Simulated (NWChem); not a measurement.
Species: benzene (C6H6); SMILES c1ccccc1

Program: NWChem. Coordinates come from a PBE0/def2-SVP optimisation. B3LYP is NWChem's, with the RPA form of VWN correlation.

### Question
Predict the results for B3LYP/3-21G. Quantities: highest occupied level (eV); orbital gap (eV).

### Answer
```yaml
highest occupied level (eV): -6.85
orbital gap (eV): 7.00
```
